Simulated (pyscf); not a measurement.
Single points on ωB97X-D3(BJ)/def2-SVP structures (PySCF, gas phase).

Q: For the elementary gas-phase step H₃Si–InH–AsH₂ → H₂As–In [singlet] + SiH₄ (singlet surface; In–Si, H–In broken, H–Si formed), what barrier and reaction energy does ωB97M-D3(BJ)/def2-TZVP give, measured from the reactant's lowest minimum found?

A: ΔE‡ = 1.50 eV, ΔE = +0.02 eV. Zero-point energy shifts the barrier by -0.02 eV. It is a 1,1-elimination, with an imaginary mode of 439i cm⁻¹. On the product side the descent ends in a complex (not fully relaxed), 0.28 eV under the separated species and 1.55 eV under the saddle at ωB97X-D3(BJ)/def2-TZVP. This is the saddle that the search found; another between the same sides may lie lower. Elements up to Kr have no core potential and no relativistic terms here. Elements past Kr carry the def2 core potentials, without spin-orbit coupling.
